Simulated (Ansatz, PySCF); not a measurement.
Molecule: ethanol, C₂H₆O, net charge 0, singlet state. 
Geometry from a B3LYP-D3(BJ)/def2-TZVP (Ansatz, a program for electronic structure) optimisation:
```
C
H 1 1.0973
H 1 1.0973 2 107.69
O 1 1.4270 2 110.49 3 -120.76
H 4 0.9624 1 108.87 2 59.54
C 1 1.5131 2 110.09 3 120.04
H 6 1.0909 1 110.47 2 60.81
H 6 1.0909 7 108.30 1 -121.11
H 6 1.0917 7 108.54 8 -117.66
```

Total electronic energies in hartree. Cores are frozen in the correlated levels unless marked. Spin-orbit coupling is left out. No relativistic terms. Basis-set limits of correlation are two-point, X^-3; Hartree-Fock from the larger set. The bracket is a focal-point correction in the basis named.

```csv
level,program,energy (Eh)
HF/STO-3G,Ansatz,-152.12998
HF/6-31G*,Ansatz,-154.07494
BLYP-D4/def2-TZVPD,Ansatz + dftd4,-155.05019
r2SCAN/def2-TZVPD,Ansatz,-155.01221
BHLYP-D3(BJ)/def2-TZVPD,Ansatz + dftd3,-155.01802
BHLYP-D4/def2-TZVPD,Ansatz + dftd4,-155.01662
TPSSh/def2-TZVPD,PySCF,___
MN15-D3(BJ)/def2-TZVPD,PySCF + dftd3,___
SCS-MP2/cc-pVDZ,Ansatz,-154.57073
SCS-MP2/aug-cc-pVTZ,Ansatz,-154.75995
SCS-MP2/cc-pVTZ,Ansatz,-154.74549
CCSD/STO-3G,Ansatz,-152.31385
CCSD/aug-cc-pVTZ,Ansatz,-154.78591
"RI-MP2/CBS(aug-cc-pVTZ,aug-cc-pVQZ)+[CCSD(T)-MP2]/aug-cc-pVTZ",Ansatz,-154.8807
"RI-MP2/CBS(cc-pVTZ,cc-pVQZ)+[CCSD(T)-MP2]/cc-pVTZ",Ansatz,-154.8793
```

**Question.** Some entries are withheld; supply them.

**Answer.** 
- TPSSh/def2-TZVPD, energy (Eh): -155.11087
- MN15-D3(BJ)/def2-TZVPD, energy (Eh): -154.91947
